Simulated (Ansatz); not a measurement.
Isomers of C3H7N, relaxed with PBE0-D4/def2-TZVP in Ansatz; electronic energies, one conformer each and not always the lowest. Functionals use def2-TZVPP; CBS adds triple-zeta CCSD(T) − MP2 to the MP2 limit of def2-TZVPP and def2-QZVPP.

(1) Order them by energy at frozen-core CCSD(T)/CBS, lowest first. (Best estimate.)
A. `C=CNC`
B. `C/C=N/C`
C. `C=NCC`
D. `C1CNC1`
E. `C/C=C/N`
F. `NC1CC1`
G. `CC(C)=N`

(2) How do B3LYP-D4, HF/CBS(def2), MP2/CBS(def2), PBE0-D4 place them (kJ/mol, against `CC(C)=N`)? (An estimate is asked.)

## Answers

(1) G (0.0 kJ/mol), E (29.7 kJ/mol), B (38.1 kJ/mol), C (54.2 kJ/mol), A (63.6 kJ/mol), F (73.6 kJ/mol), D (95.0 kJ/mol).

(2) The calculation gave: 
| isomer | B3LYP-D4 | HF/CBS(def2) | MP2/CBS(def2) | PBE0-D4 |
| --- | --- | --- | --- | --- |
| `NC1CC1` | 81.2 | 84.3 | 63.2 | 59.5 |
| `C/C=C/N` | 25.6 | 32.6 | 27.2 | 24.0 |
| `C=NCC` | 53.0 | 52.0 | 56.2 | 56.9 |
| `C1CNC1` | 104.9 | 105.3 | 90.7 | 83.5 |
| `C=CNC` | 55.1 | 61.1 | 62.9 | 56.8 |
| `C/C=N/C` | 33.3 | 34.2 | 39.2 | 35.9 |

B3LYP here is the variant with VWN-RPA as its local correlation; programs differ in this.
